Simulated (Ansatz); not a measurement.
**Scan of HBAl, doublet**

Starting geometry (PBE0/def2-TZVP stationary point for this spin, not checked as a minimum):

```xyz
3

B     0.0000   -0.0920    0.3143
Al    0.0000   -0.0334   -1.8050
H     0.0000    0.1253    1.4907
```

From there the angle named below is changed in its plane at fixed bond lengths, both arms turning rigidly about the middle atom; atoms are numbered as listed. Energies are in eV, counted from the starting geometry at the same level.

Basis 6-31G; Ansatz 0.2.0. Only valence electrons are correlated (noble-gas cores frozen). R marks a restricted (for open shells ROHF) determinant.

Coupled cluster chose its determinant by trial CCSD, here up to 0.53 eV above the lowest Hartree–Fock solution of its kind.

Full CI is exact within this basis and frozen core; it isn't the basis-set limit.

| angle Al2-B1-H3 (°) | RCCSD |
| --- | --- |
| 71.3 | 0.836 |
| 88.2 | 0.573 |
| 103.7 | 0.351 |
| 118.8 | 0.177 |
| 136.6 | 0.049 |
| 161.2 | -0.002 |
| 167.9 | 0.000 |
| 180.0 | 0.003 |

Question: Estimate the full CI curve in 6-31G from this one, knowing how RCCSD errs.

Answer: The computed full CI values, in eV from the starting point, and the error of RCCSD against them:
```tsv
angle Al2-B1-H3 (°)	full CI	RCCSD less full CI
71.3	0.693	0.143
88.2	0.451	0.123
103.7	0.251	0.101
118.8	0.100	0.078
136.6	0.002	0.047
161.2	-0.008	0.007
167.9	0.000	0.000
180.0	0.008	-0.005
```

The error spans 0.148 eV and is largest, 0.143 eV, at 71.3 °.
